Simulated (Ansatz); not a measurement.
## Ansatz (development build ahead of 0.2.0) run

```yaml
crystal:
  periodic: [false, false, false]
  atoms:
    - { symbol: Li, position_ang: [0.0, 0.0, 0.0] }
    - { symbol: Li, position_ang: [1.02599, 1.36799, 2.96178] }
basis:
  gaussian: { orbitals: "6-31G" }
magnetization:
  initial_magnetization: 2
hamiltonian:
  xc: hf
correlation:
  method: fci
  frozen_orbitals: { Li: 0 }
```

The input is written out in the form of the current development build from the run's settings.

The run gave:

* Converged: yes
* Total energy: -14.86170 hartree
* State: lowest triplet root, of any spatial symmetry
